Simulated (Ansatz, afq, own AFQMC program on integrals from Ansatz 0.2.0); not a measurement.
CH$_{4}$Si, singlet in 6-31G, levels against CCSDT(Q)

```xyz
6

Si    0.0000    0.0000    0.4680
C     0.0000    0.0000   -1.0360
H     0.0000    1.2445    1.2657
H     0.0000   -1.2445    1.2657
H     0.0000    0.9175   -1.6129
H     0.0000   -0.9175   -1.6129
```

Connectivity, by distances: SiH2–CH2.

Basis 6-31G. Noble-gas cores (and the filled d shells of Ga–Kr and In–Xe) are frozen. Ansatz 0.2.0 and our own AFQMC program on the same integrals; the CISD trial comes from CCSD amplitudes, and released means the phaseless constraint is let go. Free AFQMC starts from the CCSD state and is never constrained. Its projection time is finite, and what remains of the start isn't in its error. Uncertainties: one standard error, sampling alone.

Determinant: RHF, the one that the program's search chose, which needn't be the lowest solution. The geometry is a point of a scan.

No full CI on the walks' own integrals is used here; CCSDT(Q) serves as the reference and is uncertain by about the last step of the cluster series.

Cautions: the ph-AFQMC/CISD walk drifts between its halves (2.9 errors).

```
T1 diagnostic                               : 0.0108
weight of the determinant in the CISD state : 0.896
size of the correlated space                : 12 electrons in 24 orbitals
```

Reference: CCSDT(Q), correlation energy -4.883 eV. The released energy is read at 2.40 1/Eh (meV from the phaseless value at times in 1/Eh: -1 ± 10 at 0.24, 3 ± 8 at 0.51, -2 ± 6 at 0.99, 5 ± 7 at 1.62, -1 ± 8 at 2.40).

```tsv
level	E − E(reference) (kcal/mol)	share of correlation (%)
HF	112.59	0.00
MP2	20.18	82.08
CCSD	3.01	97.32
CCSD(T)	0.48	99.58
CCSDT	0.19	99.83
ph-AFQMC/HF	-2.39 ± 1.11	102.13
ph-AFQMC/CISD	0.03 ± 0.23	99.97
released AFQMC	0.00 ± 0.19	100.00
free AFQMC	0.10 ± 0.21	99.91
```

Free projections are given only where their last times agree within the noise and don't stop above the reference; a slow remainder of the start can still hide under it. A walk keeps the symmetry of its determinant, which the program's search chose and which needn't be the lowest solution, so a lower state of the same spin and another symmetry isn't excluded. Released energies are given only where the last usable release times agree within the noise; a slower fall can still hide under it.
